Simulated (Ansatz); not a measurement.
Results of revPBE in Ansatz (plane waves, PAW) for fcc Rh.

Input file:

Ansatz 0.2 input:
```yaml
crystal:
  lattice:
    - [0.0, 1.9104062327, 1.9104062327]
    - [1.9104062327, 0.0, 1.9104062327]
    - [1.9104062327, 1.9104062327, 0.0]
  atoms:
    - { symbol: Rh, position: [0.0, 0.0, 0.0] }
basis:
  ecutwfc: 520
  ecutrho_ratio: 4
  xc_grid: 2
kpoints:
  mp_grid: { grid: [24, 24, 24] }
hamiltonian:
  xc: revpbe
  dispersion: none
  pseudopotentials: { kind: paw }
scf:
  occupations: { method: fermi_dirac, width: 0.05 }
  convergence: { dr2_threshold: 0.0000000001 }
output:
  forces: false
  stress: true
  eigenvalues: true
```

From the output:

```
Crystal: 1 atoms, lattice volume = 13.945 Å³
Basis set: ecut = 520 eV, 339 PW (Γ), exchange–correlation on 48×48×48 points (8 copies of the dense FFT grid, shifted against one another)
Bands: 13, of which v1, the nominal top of the filled ones, is band 9 counted from 1 (8 counted from 0)
Symmetry: 48 space group operations
Space group: Fm-3m (ITA 225), of the structure as read, at distance tolerance 2.4e-5 Å
k-points: 413 of 13824
Functional: x = revpbe(κ = 1.245, μ = 0.2195149727645171), c = pbe(β = 0.06672455060314922)
SCF iter   1: F=—  HF=-6408.218525 eV  |F-HF|=—  |Δ(HF+E_count)|=         —  Δρ=4.48e-3  dr2=1.46e-3
SCF iter   2: F=—  HF=-6408.218397 eV  |F-HF|=—  |Δ(HF+E_count)|=   1.28e-4  Δρ=2.16e-3  dr2=2.12e-4
  ...
SCF iter   5: F=—  HF=-6408.218363 eV  |F-HF|=—  |Δ(HF+E_count)|=   8.47e-7  Δρ=1.14e-5  dr2=3.96e-9
SCF iter   6: F=-6408.218363 eV  HF=-6408.218363 eV  |F-HF|=4.82e-11  |Δ(HF+E_count)|=   7.91e-9  Δρ=1.85e-6  dr2=8.74e-11
SCF 1 converged in 6 iterations: F = -6408.218363 eV  dr2 = 8.74e-11
SCF converged after 6 iterations
Free energy (F): -6408.218363 eV
Internal energy: -6408.207867 eV  (E = F + TS)
E sigma→0 (E₀):  -6408.213115 eV
Fermi energy:    22.044460 eV
--- Stress (GPa, compression-positive) ---
        5.170775       0.000000      -0.000000
        0.000000       5.170775       0.000000
        0.000000       0.000000       5.170775
  P = ⅓ Tr σ = 5.1708 GPa (51.708 kbar)
```

The cell is one volume of an energy–volume scan, off the minimum.

The PAW data were made under PBE.

Cost on a shared machine: roughly 5 core-seconds.

Ansatz is an electronic-structure program.
